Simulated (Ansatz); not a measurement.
The same path of C₂H₃O₂ (7 atoms, charge -1, multiplicity 1) was run twice with different band settings. The coordinate that changes most is the dihedral O1–C2–C3–O4.

The calculation used Ansatz 0.2.0, RKS BLYP/STO-3G.

Relaxed end points:

```xyz
7
Properties=species:S:1:pos:R:3
O -1.207 -0.764 0.579
C 0.004 -0.064 0.791
C 0.561 0.368 -0.423
O -0.241 -0.016 -1.522
H 0.407 0.090 1.817
H 1.504 0.940 -0.572
H -1.028 -0.554 -0.670
```

```xyz
7
Properties=species:S:1:pos:R:3
O 0.558 0.154 2.098
C 0.041 -0.053 0.913
C 0.456 0.304 -0.396
O -0.326 -0.058 -1.615
H -0.980 -0.648 0.801
H 1.366 0.866 -0.666
H -1.114 -0.565 -1.135
```

Common settings: movable images 7; climbing image yes; optimiser quadratic models (default); start path IDPP; force threshold 0.05 eV/Å; iteration limit 60; end points relaxed.

| run | spring |
| --- | --- |
| 1 | 5.0 eV/Å² |
| 2 | 0.1 eV/Å² |

Q: What does each run give, and how far can it be trusted?

A: Run 1: converged after 23 iterations, highest image 2.500 eV above the first end. A vibrational analysis at the climbing image gives one clearly imaginary mode, 450i cm⁻¹: a first-order saddle point.
Run 2: converged after 12 iterations, highest image 2.500 eV above the first end. Another band between the same ends (7 images) ends at a top of the same energy, where a vibrational analysis finds 1 clearly imaginary mode.
Limits of this set-up: minimal basis, an anion without diffuse functions, the dipole of an ion depends on the origin.
